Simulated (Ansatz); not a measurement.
# SiH₂ (singlet): the correlation ladder at distance Si1–H2 = 1.850 Å, cc-pVDZ

Aim: climb from Hartree-Fock through coupled cluster and multireference methods for SiH₂ (singlet) at one geometry and basis, and see what each rung misses.

Method: cc-pVDZ, core rule «outside noble gas», up to 5 orbitals frozen; program: Ansatz 0.2.0, Gaussian basis.

The runs, in order: UHF; CCSD(T) on RHF; CCSD(T) on UHF; BCCD(T) on RHF; CISD; CCSDT(Q) on RHF; CCSDT(Q) on UHF; CCSDTQ on RHF; CASSCF and MRCISD+Q, 2 electrons in 2 orbitals; CASSCF and NEVPT2, 2 electrons in 2 orbitals; CASSCF and MRCISD+Q, 6 electrons in 6 orbitals; CASSCF and NEVPT2, 6 electrons in 6 orbitals; Full CI.

15 further runs of the same task are left out: 2 for a mislabelled method, 8 that didn't finish, 5 set aside as unsound or not needed.

## 1. The geometry

The geometry derives from a PBE0/def2-TZVP stationary point (not a proven minimum). One bond is set to the value named and the two fragments are kept rigid.

3 atoms, charge 0, spin multiplicity 1.

Atoms are counted from 1 here; the program's logs count them from 0.

Bond lengths: Si1–H3 1.526 Å.

## 2. UHF

Contents of in.yaml:

```yaml
crystal:
  periodic: [false, false, false]
  atoms:
    - {symbol: Si, position_ang: [0.000000, -0.079078, 0.007763]}
    - {symbol: H, position_ang: [0.000000, 1.215228, -1.314081]}
    - {symbol: H, position_ang: [0.000000, 0.988226, 1.097775]}
basis:
  gaussian: {orbitals: cc-pVDZ}
magnetization: {spin_polarized: true, initial_magnetization: 0}
hamiltonian: {xc: hf}
output: {orbitals: {seedname: orbitals}}
```

Launch:

```bash
$ ansatz run in.yaml --threads 1 --pin off --events-out ev --progress --plain --max-ram 2393MiB
```

After this run come: CCSD(T) on RHF; CCSD(T) on UHF; BCCD(T) on RHF; CISD; CCSDT(Q) on RHF; CCSDT(Q) on UHF; CCSDTQ on RHF; CASSCF and MRCISD+Q, 2 electrons in 2 orbitals; CASSCF and NEVPT2, 2 electrons in 2 orbitals; CASSCF and MRCISD+Q, 6 electrons in 6 orbitals; CASSCF and NEVPT2, 6 electrons in 6 orbitals; Full CI.

**Question.** What will the summary of the whole plan be? Wanted: FCI below the RHF energy; RMP2 from FCI; RCCSD from FCI; RCCSD(T) from FCI; RCCSDT(Q) from FCI; NEVPT2 pair from FCI; MRCISD+Q pair from FCI; NEVPT2 valence from FCI; T1 diagnostic.

As calculated:

| quantity | value |
| --- | --- |
| FCI below the RHF energy | -3.3432 eV |
| RMP2 from FCI | +88.4 kJ/mol |
| RCCSD from FCI | +9.0 kJ/mol |
| RCCSD(T) from FCI | +2.2 kJ/mol |
| RCCSDT(Q) from FCI | +0.1 kJ/mol |
| NEVPT2 pair from FCI | +78.2 kJ/mol |
| MRCISD+Q pair from FCI | -4.3 kJ/mol |
| NEVPT2 valence from FCI | +56.6 kJ/mol |
| levels within 1 kcal/mol (43 meV) | RCCSD(T), BCCD(T), RCCSDT, RCCSDT(Q), RCCSDTQ, MRCISD+Q valence |
| T1 diagnostic | 0.017 |
| effectively unpaired electrons | 0.10 |

In words: RCCSD(T) lands +2.2 kJ/mol from the yardstick (0.7 % of the correlation energy). MRCISD+Q pair falls below full CI: the +Q correction isn't variational, and the cores differ from full CI's. One determinant dominates. Of the multireference levels listed MRCISD+Q valence comes nearest in total energy (+1.4 kJ/mol), which doesn't show that its space is the better one. These misses are within one basis, not against nature.
